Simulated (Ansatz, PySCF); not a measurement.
Gas-phase reaction (SMILES): O=C=S + H+ → O=C=[SH+]; protonation at S, whose ΔH is minus the proton affinity.

Geometries: B3LYP-D3(BJ)/def2-TZVP minima from Ansatz (a quantum-chemistry and plane-wave program). Valence correlation only, unless marked. Spin-orbit coupling is left out. No relativistic terms. CBS marks a two-point X^-3 extrapolation of the correlation energy; Hartree-Fock from the larger set. Thermal terms are rigid-rotor harmonic-oscillator values from B3LYP-D3(BJ) frequencies (PySCF) at 298.15 K and 1 atm. 1 Eh = 627.5095 kcal/mol. The proton has no electrons: its energy is zero and its thermal terms are those of translation.

| species | E, CCSD(T)/CBS(cc-pV(T+d)Z,cc-pV(Q+d)Z) (Ansatz) (Eh) | E, r2SCAN-D4/def2-TZVPD (Ansatz + dftd4) (Eh) | H - E (Eh) | G - E (Eh) |
|---|---|---|---|---|
| O=C=S | -511.00058 | -511.52222 | 0.01301 | -0.01326 |
| H+ | 0.00000 | 0.00000 | 0.00236 | -0.01000 |
| O=C=[SH+] | -511.24500 | -511.76207 | 0.02132 | -0.00787 |

Work out ΔE and ΔH, ΔG, ΔS and the equilibrium constant at 298.15 K at the first level, then ΔH at the second.


1. ΔE = [(-511.24500)] - [(-511.00058) + (0.00000)] = -0.24442 Eh = -153.4 kcal/mol at CCSD(T)/CBS(cc-pV(T+d)Z,cc-pV(Q+d)Z).
2. The terms H - E add up to 0.00595 Eh, so ΔH = (-0.24442 + (0.00595))×627.5095 = -149.6 kcal/mol.
3. The terms G - E add up to 0.01539 Eh, so ΔG = -143.7 kcal/mol, and ΔS = (0.00595 - (0.01539))×627509.5/298.15 = -19.9 cal/(mol K).
4. log10 K = -ΔG/(RT ln 10) = 105.3, with RT ln 10 = 1.3642 kcal/mol.
5. At r2SCAN-D4/def2-TZVPD the same steps give ΔE = -150.5 and ΔH = -146.8 kcal/mol, a shift of +2.8 from the first level.
6. These values are not checked against measurement here, since the tables used lack a sound gas-phase enthalpy of formation for at least one species, or one in the same ion convention.
